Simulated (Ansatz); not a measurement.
Geometry optimisation, RKS PBE0-D4/def2-SVP in Ansatz 0.2.0.

The input (input.yaml):

```yaml
crystal:
  periodic: [false, false, false]
  atoms:
    - { symbol: Si, position_ang: [0.0, 0.0, 0.0] }
    - { symbol: Cl, position_ang: [0.0, 0.0, 2.48] }
    - { symbol: H, position_ang: [1.3768, 0.0, -0.4862] }
    - { symbol: H, position_ang: [-0.6877, 1.1914, -0.4862] }
    - { symbol: H, position_ang: [-0.6877, -1.1914, -0.4862] }
    - { symbol: F, position_ang: [-1.7936, 0.0, 0.596] }
    - { symbol: H, position_ang: [-1.3527, 0.0, 1.7054] }
basis:
  gaussian: { orbitals: def2-SVP }
hamiltonian:
  xc: pbe0
  dispersion: d4
relax:
  f_tol: 0.15
  max_steps: 25
  restrain:
    - { distance: [0, 5], at: 1.59, k: 30.0 }
    - { distance: [6, 1], at: 1.37, k: 30.0 }
    - { distance: [0, 1], at: 3.33, k: 30.0 }
    - { distance: [6, 5], at: 2.12, k: 30.0 }
```

Run as:

```bash
$ ansatz run input.yaml --threads 1 --pin off --max-ram 2048MiB --backend cpu --events-out ev --progress --plain --runs-dir out
```

Q: Where does it end, and by what steps?

A: It converged. The restraints hold the end off the free minimum. After 8 steps the energy has fallen by 2.264 eV (the restraints' own energy left out); H7 moved furthest, 0.92 Å.

```
step  energy less start (eV)  largest force component (eV/Å)  accepted
   0                  0.0000                           3.563       yes
   1                  0.4434                           2.802       yes
   2                  0.4379                           2.443       yes
   3                 -0.2077                           2.329       yes
   4                 -1.0319                           1.805       yes
   5                 -1.6961                           1.394       yes
   6                 -2.1043                           1.369       yes
   7                 -2.2436                           1.310       yes
   8                 -2.2638                           1.159       yes
```

```xyz
7
Properties=species:S:1:pos:R:3
Si -0.389 0.000 -0.432
Cl 0.164 0.000 2.868
H 0.900 0.000 0.296
H -0.507 1.221 -1.280
H -0.507 -1.221 -1.280
F -1.669 0.000 0.551
H -1.137 0.000 2.600
```

The run took 24 s on 1 thread of Arm Neoverse V2 (shared host), peak memory 0.14 GiB.
